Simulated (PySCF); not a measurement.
## How far each method lies from full CI for SCO, singlet

Geometry: MP2(full)/6-31G*, from the G2/97 set.

```xyz
3

O     0.0000    0.0000   -1.3076
C     0.0000    0.0000   -0.1288
S     0.0000    0.0000    1.4364
```

Basis STO-3G; PySCF 2.14.0. Only valence electrons are correlated (noble-gas cores frozen), which leaves 16 electrons in 12 orbitals. R marks a restricted (for open shells ROHF) determinant.

Full CI is exact within this basis and frozen core; it isn't the basis-set limit.

- T1 diagnostic (ROHF- or RHF-based CCSD): 0.0214
- largest doubles amplitude (ROHF- or RHF-based CCSD): 0.086

```csv
level,E − E(full CI) (mEh),share of correlation (%),wall time
RHF,197.76,0.00,–
RMP2,12.18,93.84,–
RCCSD,19.04,90.37,–
RCCSD(T),0.50,99.75,0.15 s
RCCSDT,0.38,99.81,–
RCCSDT(Q),-0.02,100.01,0.95 s
```

The correlation energy at full CI, counted from RHF, is -5.381 eV. Full CI, over all symmetries tried, took 0.56 s on 1 thread of Arm Neoverse V2, shared host; the state has 61,677 determinants.

Times are those of the correlated step on a shared host, with one SCF added for the restricted CCSD run; they ran on 1 thread of Arm Neoverse V2.

The full-CI state has the irrep A1 of C2v, in the program's axes (one component, if the state is degenerate).

Natural occupations of full CI about the gap: 1.967 1.961 1.961 1.931 1.931 0.109 0.109 0.041 0.017; effectively unpaired electrons, Σ n²(2−n)², 0.15.

Atomization energy (electronic, same basis, no zero-point term; atoms at the same level, unrestricted beside the R rows where the molecule is a closed shell; the atoms' step beyond CCSDT comes from their full CI) at full CI: 1177.1 kJ/mol. Errors of other levels:

```tsv
level	error (kJ/mol)
RHF	-466.1
RMP2	-4.7
RCCSD	-50.0
RCCSD(T)	-1.3
RCCSDT	-1.0
RCCSDT(Q)	0.0
```

This basis is far from its limit, so the value isn't to be set against a measured one.
